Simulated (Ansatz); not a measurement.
Basis-set series for `NC1(F)CO1`. Total charge 0; spin multiplicity 1. The structure was optimised at the PBE0-D4/def2-TZVP level. It is one conformer, not always the lowest.

```json
{"functional": "PBE0-D4", "basis": "def2-SVP", "functions": "90", "energy (Eh)": "-307.84143", "HOMO (eV)": "-7.43", "LUMO (eV)": "1.76"}
{"functional": "PBE0-D4", "basis": "def2-QZVPP", "functions": "405", "energy (Eh)": "-308.22195", "HOMO (eV)": "-7.68", "LUMO (eV)": "0.52"}
{"functional": "ωB97M-V", "basis": "def2-SVP", "functions": "90", "energy (Eh)": "-308.05784", "HOMO (eV)": "-9.79", "LUMO (eV)": "3.37"}
{"functional": "ωB97M-V", "basis": "def2-QZVPP", "functions": "405", "energy (Eh)": "-308.44791", "HOMO (eV)": "-10.05", "LUMO (eV)": "1.63"}
```

(1) Give the rows for def2-TZVPP. (Best estimate.)

Results:

(1) Ansatz gave: 
```tsv
functional	basis	functions	energy (Eh)	HOMO (eV)	LUMO (eV)
PBE0-D4	def2-TZVPP	211	-308.20512	-7.63	1.02
ωB97M-V	def2-TZVPP	211	-308.43194	-10.00	2.38
```

Positive LUMOs are unbound and depend on the basis.
